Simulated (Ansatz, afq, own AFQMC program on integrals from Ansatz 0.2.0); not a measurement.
Integrals from Ansatz 0.2.0, then the random walk in our own AFQMC program (afq).

```yaml
crystal:
  periodic: [false, false, false]
  atoms:
    - {symbol: B, position_ang: [0.000000, -0.080006, 0.000000]}
    - {symbol: H, position_ang: [0.000000, 0.429067, -1.077008]}
    - {symbol: H, position_ang: [0.000000, 0.429067, 1.077008]}
basis:
  gaussian: {orbitals: cc-pVDZ}
total_charge: 1
magnetization: {spin_polarized: true, initial_magnetization: 2}
correlation: {method: ccsd_t, electrons: outside_noble_gas, hamiltonian_folder: ham}
```

```sh
$ ansatz run in.yaml --threads 1 --pin off --events-out ev --progress --plain --max-ram 24576MiB --backend cuda --devices 0, --max-vram 18GiB
```

afq runs on the folder ham with

```
--method phaseless --trial cid --walkers 40 --populations 1 --least-time 40 --time-step 0.02 --steps-per-block 25 --equilibration-blocks 6 --max-blocks 120 --target-error 0.00048 --factor-cut 1e-05 --start determinant --seed 5762 --taylor-order 8
```

Times are imaginary, in 1/Eh. The walk had a cap of 60 s.

Log:

```
orbitals 23  electrons 3 1  factors 165 of 219
reference energy -25.28181056 Eh
CCSD correlation -0.06248075 Eh in 11 cycles, weight of the determinant in the CISD state 0.9517
energy of the start -25.344212 Eh
 block  time / (1/Eh)  mean weight  energy / Eh
     1     0.500  1.0084  -25.344068
     2     1.000  0.9984  -25.344519
     3     1.500  0.9931  -25.345739
     4     2.000  0.9992  -25.345703
     5     2.500  1.0005  -25.344882
     8     4.000  1.0011  -25.345087
    11     5.500  1.0000  -25.345777
    17     8.500  1.0068  -25.345478
    23    11.500  1.0005  -25.345990
    29    14.500  1.0012  -25.346654
    35    17.500  1.0079  -25.346925
    41    20.500  0.9942  -25.345887
    47    23.500  0.9964  -25.345500
    53    26.500  0.9985  -25.346964
    55    27.500  0.9976  -25.352322
    59    29.500  1.0047  -25.344468
    63    31.500  1.0017  -25.343454
    65    32.500  0.9979  -25.345450
    71    35.500  0.9950  -25.345952
    77    38.500  1.0026  -25.345890
    83    41.500  0.9968  -25.347158
    85    42.500  0.9987  -25.346244
blocks merged  error / Eh  count
     1  0.000130  80
     2  0.000146  40
     4  0.000165  20
     8  0.000170  10
energy -25.345937 +/- 0.000165 Eh
(rows thinned)
```

The run passed its tests (sampling time, drift between the halves within three errors, error under three times the target), which doesn't prove that it has relaxed.

Against this walk (error 4.5 meV) on the same determinant: CCSD(T) 17.6 meV higher, CCSDT(Q) 7.5 meV higher (within the noise), full CI 7.4 meV higher (within the noise), a separate phaseless walk with a CISD trial and standard settings 13.3 ± 4.5 meV higher. The error is statistical and leaves out the bias of the constraint.

Cautions: constraint bias not in the error; lower spins were not checked; the time-step error isn't removed.

The walk took 9.3 s on 1 × NVIDIA H100 80GB HBM3 with 2 threads of AMD EPYC 7R13 Processor (Zen 3), on a shared host (the card was shared). The log's last line is the phaseless energy.

CCSDT and higher add their correlation energy to the determinant of the CCSD(T) run, since their own runs factorise the integrals more tightly (a shift of under 2 meV). A walk keeps the symmetry of its determinant, which the program's search chose and which needn't be the lowest solution, so a lower state of the same spin and another symmetry isn't excluded.
